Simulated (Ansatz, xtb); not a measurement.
**Two isomers of C2H8N+**

We compare X, `C[NH2+]C`, a singlet, with Y, `CC[NH3+]`, a singlet. Both are isolated ions in the gas phase, relaxed with PBE0-D3(BJ)/def2-SVP.

Energies in hartree; the thermal terms are from PBE0-D3(BJ)/def2-SVP harmonic frequencies (ideal gas, rigid rotor, one conformer each, 298.15 K, 1 atm) and include the zero-point energy:

```
                               X           Y
E, CCSD(T)/def2-TZVP  −135.276725  −135.282055
   zero-point energy     0.108279     0.107974
        H(298 K) − E     0.113670     0.113391
        G(298 K) − E     0.083278     0.082300
```

Work out ΔE, ΔE₀, ΔH and ΔG for X → Y in kJ/mol (1 Eh = 2625.50 kJ/mol) and the equilibrium ratio [Y]/[X].

1. ΔE = −135.282055 − (−135.276725) = −0.005330 Eh = −13.99 kJ/mol.
2. ΔE₀ = ΔE + ΔZPE = −0.005330 + (−0.000305) Eh = −14.79 kJ/mol.
3. ΔH = ΔE + (−0.000279) Eh = −14.73 kJ/mol.
4. ΔG = ΔE + (−0.000978) Eh = −16.56 kJ/mol, so ΔS = (ΔH − ΔG)/T = +6.2 J/(mol K).
5. kT = 0.9442 mEh, so K = [Y]/[X] = exp(−ΔG/kT) = exp(+6.68) ≈ 800.

Structure Y is favoured at this temperature. An error of 4 kJ/mol in ΔG would change K by a factor of 5. GFN2-xTB gave ΔE the other sign. Mirror images and further conformers aren't counted.

As drawn, Y has 1 C–C, 1 N–H in place of 1 C–N, 1 C–H.

Other levels gave ΔE = +7.8 (GFN2-xTB); −3.9 (HF/STO-3G, GFN2-xTB geometries); −18.0 (r2SCAN-D4/def2-SVP, GFN2-xTB geometries); −17.9 (PBE0-D3(BJ)/def2-SVP); −11.3 (HF/def2-TZVP); −16.2 (MP2/def2-TZVP) kJ/mol. The correlated steps freeze 3 core orbitals. Programs: Ansatz 0.2.0, xtb 6.7.1.
